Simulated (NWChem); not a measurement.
# Total energies of Na

```xyz
1

Na     0.0000     0.0000     0.0000
```
Charge 0, spin multiplicity 2.

All runs are NWChem calculations.

Basis set: def2-TZVP (32 functions).

```json
[
 {"method": "UHF", "total energy (Ha)": "-161.85185"},
 {"method": "UMP2", "total energy (Ha)": "-162.01556"},
 {"method": "UB2PLYP", "total energy (Ha)": "-162.20709"},
 {"method": "UPBE", "total energy (Ha)": "-162.16044"},
 {"method": "UB3LYP", "total energy (Ha)": "-162.29126"},
 {"method": "UCAM-B3LYP", "total energy (Ha)": "-162.26674"}
]
```

Total energies of different functionals aren't comparable as a measure of quality: only differences taken within one method are. 

The correlated methods keep 1 core orbital frozen. B3LYP has NWChem's definition, with VWN1-RPA local correlation. The stability of the SCF solutions was not checked. Open-shell Hartree-Fock references start from PBE0 orbitals.
